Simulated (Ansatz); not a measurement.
C2H3FO2, SMILES `FC1OCO1`. Total charge 0; spin multiplicity 1.

Z-matrix (Å, degrees):
```
C
O 1 1.392
C 1 1.936 2 47.2
F 1 1.350 2 112.2 3 -115.6
O 1 1.392 2 94.4 3 0.6
H 1 1.095 2 115.4 3 121.3
H 3 1.095 1 124.3 2 -90.4
H 3 1.094 1 123.8 2 89.6
```

(1) What are the harmonic wavenumbers in cm⁻¹ at PBE0-D4/def2-TZVP (Ansatz, finite differences of forces, unscaled)? (Best estimate.)

(2) Is this a minimum?

(3) Give the ideal-gas thermochemistry at 298.15 K and 1 bar (rigid rotor, harmonic oscillator; point group Cs, symmetry number 1).

(4) And at 400, 500, 600, 800 and 1000 K?

(5) Rotational constants (cm⁻¹)?

Results:

(1) The calculation gave: 175, 445, 582, 935, 994, 1031, 1092, 1112, 1119, 1162, 1191, 1293, 1400, 1427, 1557, 3047, 3090, 3109.

(2) Yes, all 18 modes are real.

(3) Zero-point energy 148.1 kJ/mol; H(298) − E = 161.4 kJ/mol; entropy 284.2 J/(mol·K), of which translation 163.2, rotation 102.9, vibration 18.1; G(298) − E = 76.7 kJ/mol.

(4) 
```csv
T (K),H − E (kJ/mol),S (J/mol/K),G − E (kJ/mol)
400,168.8,305.3,46.7
500,177.7,325.1,15.2
600,188.1,343.9,-18.3
800,212.1,378.3,-90.6
1000,239.2,408.6,-169.4
```

(5) 0.3913, 0.1787, 0.1429.
